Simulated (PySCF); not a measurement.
Method: PBE-D3(BJ)/def2-TZVP // r2SCAN-D4/def2-TZVP run with PySCF. Gas-phase values, no solvent. 

Reference species (SMILES): `[BH2]` (neutral, multiplicity 2).

| Property | Result |
|---|---|
| dipole moment | 0.51 D |

Changed species: `[NH2]` (radical fragment; the reference has radical fragment).

Problem. What does the change do to the dipole moment?

Solution. the dipole moment goes up by 1.40 D, to 1.91 D.
